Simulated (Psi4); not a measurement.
# [PO2]+ (SMILES O=[P+]=O): M06-L/def2-TZVPPD (sweep point 5)

Aim: a structure relaxation of [PO2]+. The job is set up through a Python script.

Program for the calculation: Psi4 1.11.

## Step 1: The system as given

The species is [PO2]+ (3 atoms), meant as a singlet with charge +1. As SMILES, `O=[P+]=O`. Geometry: relaxed at GFN2-xTB. The run starts from this shape.

Bond lengths: O1–P2 1.407 Å, P2–O3 1.408 Å. Angles: O1–P2–O3 179.9°.

## Step 2: A structure relaxation at M06-L/def2-TZVPPD (sweep point 5)

calc.py

```python
import psi4

psi4.set_memory('1600 MB')
psi4.set_num_threads(1)
psi4.core.set_output_file('output.dat', False)

molecule = psi4.geometry("""
1 1
O      0.792290     1.025900     0.548180
P      0.000230    -0.000210     0.000340
O     -0.792520    -1.025690    -0.548520
units angstrom
symmetry c1
""")

psi4.set_options({
    'basis': 'def2-TZVPPD',
    'reference': 'rks',
    'puream': True,
    'scf_type': 'pk',
    'dft_radial_points': 99,
    'dft_spherical_points': 590,
    'g_convergence': 'gau_tight',
    'geom_maxiter': 50,
})

energy_value, wavefunction = psi4.optimize('M06-L', molecule=molecule, return_wfn=True)
print(f'total energy {energy_value:.8f} hartree = {energy_value * 27.211386:.5f} eV')
print(molecule.to_string(dtype='xyz', units='Angstrom'))
for k, v in sorted(psi4.core.scalar_variables().items()):
    print(f'{k:45s} {v:18.10f}')
```

Command:

```
$ python calc.py
```

output.dat:

```text
[...]
  Running in c1 symmetry.
[...]
  Nuclear repulsion =  102.269076955648416
[...]
  Multiplicity = 1
[...]
  Nalpha       = 15
  Nbeta        = 15
[...]
    Number of basis functions: 128
[...]
   @RKS iter   1:  -491.16205058716878    4.87533e-01   7.17999e-03 DIIS/ADIIS
[...]
   @RKS iter   6:  -491.46807999299500   -1.79057e-11   3.53240e-09 DIIS
[...]
    Orbital Energies [Eh]
    ---------------------
    Doubly Occupied:
       1A    -77.210861     2A    -19.364016     3A    -19.364015
       4A     -6.962496     5A     -5.075376     6A     -5.075376
       7A     -5.065686     8A     -1.378173     9A     -1.337546
      10A     -0.827057    11A     -0.732059    12A     -0.718637
      13A     -0.718637    14A     -0.660020    15A     -0.660020
[...]
  @RKS Final Energy:  -491.46807999299500
   => Energetics <=
    Nuclear Repulsion Energy =            100.3853332406582410
    One-Electron Energy =                -867.8863742688670300
    Two-Electron Energy =                 316.1647685714310683
    DFT Exchange-Correlation Energy =     -40.1318075362173161
    Empirical Dispersion Energy =           0.0000000000000000
    VV10 Nonlocal Energy =                  0.0000000000000000
    Total Energy =                       -491.4680799929950012
[...]
 Multipole Moments:
 ------------------------------------------------------------------------------------
     Multipole            Electronic (a.u.)      Nuclear  (a.u.)        Total (a.u.)
 ------------------------------------------------------------------------------------
 L = 1.  Multiply by 2.5417464519 to convert [e a0] to [Debye]
 Dipole X            :         -0.0001370            0.0000312           -0.0001058
 Dipole Y            :          0.0000000           -0.0000000            0.0000000
 Dipole Z            :          0.0000009           -0.0000003            0.0000007
 Magnitude           :                                                    0.0001058
[...]
  -Total Gradient:
     Atom            X                  Y                   Z
    ------   -----------------  -----------------  -----------------
       1        0.000003261663    -0.000000000015    -0.000006422563
       2       -0.000006669143     0.000000000039     0.000001661571
       3        0.000003260826    -0.000000000022     0.000004751120
[...]
    Final optimized geometry and variables:
    Molecular point group: c1
    Full point group: C1
    Geometry (in Angstrom), charge = 1, multiplicity = 1:
    O           -0.000033597083     0.000000000138     1.433836688342
    P           -0.000033597083     0.000000000138     0.000000280279
    O            0.000098657016    -0.000000000407    -1.433837231095
[...]
```

On the terminal:

```text
Some dependencies such as QCElemental have not yet finished migration to pydantic v2. If issues are encountered please downgrade pydantic or upgrade QCElemental as appropriate
	Denominators (dg)(dq) or (dq)(dq) are very small.
	Skipping Hessian update for step 4.
Optimizer: Optimization complete!
total energy -491.46807999 hartree = -13373.52763 eV
3
1 1 O2P
O                    -0.000033597083     0.000000000000     1.433836688342
P                    -0.000033597083     0.000000000000     0.000000280279
O                     0.000098657016     0.000000000000    -1.433837231095

CURRENT ENERGY                                   -491.4680799930
CURRENT REFERENCE ENERGY                         -491.4680799930
DD SOLVATION ENERGY                                 0.0000000000
DFT FUNCTIONAL TOTAL ENERGY                      -491.4680799930
DFT TOTAL ENERGY                                 -491.4680799930
DFT VV10 ENERGY                                     0.0000000000
DFT XC ENERGY                                     -40.1318075362
GRID ELECTRONS ALPHA                               14.9999999927
GRID ELECTRONS BETA                                14.9999999927
GRID ELECTRONS TOTAL                               29.9999999855
NUCLEAR REPULSION ENERGY                          100.3853332407
ONE-ELECTRON ENERGY                              -867.8863742689
OPTIMIZATION ITERATIONS                             5.0000000000
PCM POLARIZATION ENERGY                             0.0000000000
PE ENERGY                                           0.0000000000
SCF ITERATION ENERGY                             -491.4680799930
SCF ITERATIONS                                      6.0000000000
SCF TOTAL ENERGY                                 -491.4680799930
TWO-ELECTRON ENERGY                               316.1647685714
XC GRID RADIAL POINTS                              99.0000000000
XC GRID SPHERICAL POINTS                          590.0000000000
XC GRID TOTAL POINTS                           170428.0000000000
```

Run time: 3.4 min. Hardware: 1 thread of Intel Xeon Platinum 8259CL at 2.50GHz (Skylake/Cascade Lake), shared host; peak memory 0.9 GiB.

Step by step:

```
step  energy from the first frame kept (eV)  largest force (eV/Å)
   0                                 0.0000                2.2062
   1                                -0.0521                0.5751
   2                                -0.0562                0.0454
   3                                -0.0563                0.0038
   4                                -0.0563                0.0004
```

After the run. Bond lengths: O1–P2 1.434 Å, P2–O3 1.434 Å. Angles: O1–P2–O3 180.0°.

## Step 3: Results

Level: M06-L/def2-TZVPPD (sweep point 5).

```
               quantity          value
total energy at the end  -491.46808 Eh
            HOMO energy      -17.96 eV
            LUMO energy      -13.12 eV
          HOMO–LUMO gap        4.84 eV
```

At the final geometry: Bond lengths: O1–P2 1.434 Å, P2–O3 1.434 Å. Angles: O1–P2–O3 180.0°. The optimisation took 5 steps and changed the energy by -0.056 eV.
